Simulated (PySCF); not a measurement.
Isomers C4H4FN:

A. SMILES C=C(C#N)CF
B. SMILES C/C(F)=C\C#N
C. `F/C=C/[C@H]1C=N1`
D. `InChI=1S/C4H4FN/c5-4(3-6)1-2-4/h1-2H2`

Spectrum 1. ¹H NMR (300 MHz, computed): δ 1.36 (m, 2H), 1.15 (m, 2H). ¹³C{¹H} NMR (computed): δ 122.8 (C, d, J = 32.8 Hz), 63.2 (C, d, J = 288.0 Hz), 16.5 (CH2, d, J = 11.0 Hz).

Spectrum 2. ¹H NMR (300 MHz, computed): δ 9.81 (ddd, J = 2.8, 2.4, 1.0 Hz, 1H), 6.17 (m, 1H), 5.95 (m, 1H), 2.05 (m, 1H). ¹³C{¹H} NMR (computed): δ 171.8 (CH), 161.0 (CH, d, J = 338.6 Hz), 120.3 (CH, d, J = 13.1 Hz), 22.4 (CH, d, J = 8.7 Hz).

Spectrum 3. ¹H NMR (300 MHz, computed): δ 4.96 (dq, J = 11.1, 1.2 Hz, 1H), 2.28 (dd, J = 17.0, 1.2 Hz, 3H). ¹³C{¹H} NMR (computed): δ 188.1 (C, d, J = 351.2 Hz), 119.8 (C, d, J = 13.8 Hz), 86.6 (CH, d, J = 41.1 Hz), 18.9 (CH3, d, J = 22.6 Hz).

Spectrum 4. ¹H NMR (300 MHz, computed): δ 6.50 (tdd, J = 3.5, 2.3, 1.4 Hz, 1H), 6.39 (dtd, J = 7.0, 3.4, 1.4 Hz, 1H), 4.89 (dt, J = 52.9, 3.5 Hz, 2H). ¹³C{¹H} NMR (computed): δ 137.8 (CH2, d, J = 12.5 Hz), 127.4 (C, d, J = 19.4 Hz), 120.3 (C, d, J = 5.5 Hz), 83.0 (CH2, d, J = 249.6 Hz).

PySCF calculation with geometry: PBE0-D3(BJ)/def2-SVP, shielding tensors at PBE0/pcSseg-1 (GIAO) and couplings computed with B3LYP/pcJ-1 (spin–dipole term left out of most H,H and C,H couplings); in vacuum, averaged over atoms made equivalent by symmetry, fast rotation or ring inversion, no relativistic terms, a single conformation.

Scale: ¹H, ¹³C against TMS (reference shieldings calculated alike). Multiplet labels drop J under 1 Hz and among equivalent protons, and merge close values. Unscaled 3J(H,H) run several per cent high. Vicinal couplings that depend on rotamer populations or ring flexing (ring, CH–CH, X–H and H–F types) are those of the one conformer. One-bond C–F couplings are unscaled and too large by tens of Hz. Shifts are as computed. Against solution values, carbons near 30 ppm lie about +2 ppm off and those near 130 ppm about +5 ppm. Of 1211 compounds with measured shifts, 218 miss one by over three times the rms of a fit or turn the order of signals round; such compounds aren't used in these exercises.

Task: Which spectrum belongs to which compound?

Result: 1–D, 2–C, 3–B, 4–A.

- Spectrum 1 (D): 3 ¹³C signals; δC 122.8 is a nitrile carbon; δC 63.2 is a three-membered-ring carbon.
- Spectrum 2 (C): 4 ¹³C signals; δC 161.0 is an alkene CH; δC 120.3 is an alkene CH.
- Spectrum 3 (B): 4 ¹³C signals; δC 119.8 is a nitrile carbon; δC 18.9 is an allylic methyl carbon.
- Spectrum 4 (A): 4 ¹³C signals; δC 137.8 is a terminal =CH2 carbon; δC 127.4 is a fully substituted alkene carbon.
